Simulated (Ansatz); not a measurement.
Results of r²SCAN (Ansatz, a program for electronic structure, plane waves, PAW) for rock-salt RbBr.

Numerical settings: plane-wave cutoff 560 eV, 8×8×8 k mesh, Fermi–Dirac smearing 0.01 eV, scalar-relativistic PAW data made under PBE.

The direct gap at Γ against volume; x = 100 ln(V/41.526 Å³). One gap is withheld.

```tsv
V (Å³/atom)	x	gap (eV)
39.035	-6.19	?
39.865	-4.08	4.996
40.696	-2.02	4.941
41.526	0.00	4.888
42.357	1.98	4.838
43.187	3.92	4.791
44.018	5.83	4.745
```

Fit a straight line to the rows shown, give the volume deformation potential and predict the withheld gap.

Means of the 6 rows: x̄ = 0.938, ȳ = 4.8665 eV. Σ(x − x̄)(y − ȳ) = -1.7396 and Σ(x − x̄)² = 68.720, so the slope is -0.0253 eV per unit of x, and dE_g/d ln V = -2.5 eV. At x = -6.19: 4.8665 + (-0.0253) × (-6.19 − (0.938)) = 5.047 eV. The run gives 5.053 eV, 0.006 eV above the line, as the curve bends the same way over all rows.

Measured, for comparison: band gap 7.2 eV (temperature not stated, not corrected to a static lattice; as tabulated in Aguado et al. (1998), arXiv:cond-mat/9809176).

Spin–orbit coupling is not included.
